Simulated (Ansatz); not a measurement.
Input file:

```yaml
crystal:
  periodic: [false, false, false]
  atoms:
    - {symbol: Al, position_ang: [0.000000, 0.000000, 0.695038]}
    - {symbol: C, position_ang: [0.000000, 0.000000, -1.252764]}
    - {symbol: H, position_ang: [0.000000, 0.916303, -1.838714]}
    - {symbol: H, position_ang: [0.000000, -0.916304, -1.838714]}
basis:
  gaussian: {orbitals: 6-31G, point_charges: [{charge: -1.00, position_ang: [2.915, 0.493, -0.522]}]}
magnetization: {spin_polarized: false, initial_magnetization: 3}
hamiltonian: {pseudopotentials: {relativity: none}}
correlation: {method: ccsd_t, electrons: outside_noble_gas}
```

```sh
$ ansatz run in.yaml --threads 1 --pin off --events-out ev --progress --plain --max-ram 2393MiB
```

(1) Roughly how long does this take on 1 thread of Arm Neoverse V2, shared host, and how much host memory?

```
329 factors; integrals over basis functions are off by at most 2.7e-4 eV
mean field evaluation 1: about -7640.2505 eV, gradient 9.7e0 eV
mean field evaluation 2: about -7640.2513 eV, gradient 9.7e0 eV
mean field evaluation 4: about -7641.1451 eV, gradient 1.1e0 eV
mean field evaluation 8: about -7641.1872 eV, gradient 2.2e-3 eV
mean field evaluation 16: about -7641.1407 eV, gradient 1.1e0 eV
mean field evaluation 32: about -7640.2768 eV, gradient 9.4e-1 eV
mean field evaluation 64: about -7640.1804 eV, gradient 2.5e-1 eV
mean field -7641.18717251 eV, -280.8084492070 hartree, gradient 1.9e-6 eV, S^2 3.750000; 4 other end points of the search recorded, 0 dependent functions left out
mean field evaluation 96: about -7640.2032 eV, gradient 8.5e0 eV
determinant -7641.18717251 eV, -280.8084492070 hartree, with singles and doubles -7644.18251419 eV, -280.9185259834 hartree
determinant -7640.18141835 eV, -280.7714884234 hartree, with singles and doubles -7643.12223735 eV, -280.8795615282 hartree
6 core orbitals not correlated: weight in the atoms' cores, before any rotation towards them, 1.000 or more for the frozen orbitals, at most 0.000 for the correlated occupied ones
reference -7641.18717251 eV, -280.8084492070 hartree; 6, 3 occupied and 14, 17 virtual orbitals, 329 factors
second order -2.38723995 eV of doubles, -0.03967608 eV of singles
cycle   1  -2.99544714 eV  change   -1.1e-4 eV  update   6.6e-4
cycle   2  -2.99549570 eV  change   -4.9e-5 eV  update   4.8e-4
cycle   3  -2.99547625 eV  change    1.9e-5 eV  update   2.1e-4
cycle   4  -2.99546751 eV  change    8.7e-6 eV  update   1.3e-4
cycle   5  -2.99557918 eV  change   -1.1e-4 eV  update   7.7e-5
cycle   6  -2.99561713 eV  change   -3.8e-5 eV  update   4.3e-5
cycle   7  -2.99556724 eV  change    5.0e-5 eV  update   2.2e-5
cycle   8  -2.99554998 eV  change    1.7e-5 eV  update   5.1e-6
cycle   9  -2.99554930 eV  change    6.9e-7 eV  update   1.9e-6
perturbative correction -0.06314984 eV, -0.0023207137 hartree
Total energy: -7644.24587164 eV, -280.9208543269 hartree
```

Answers

(1) 0.45 s wall and 0.15 GiB.
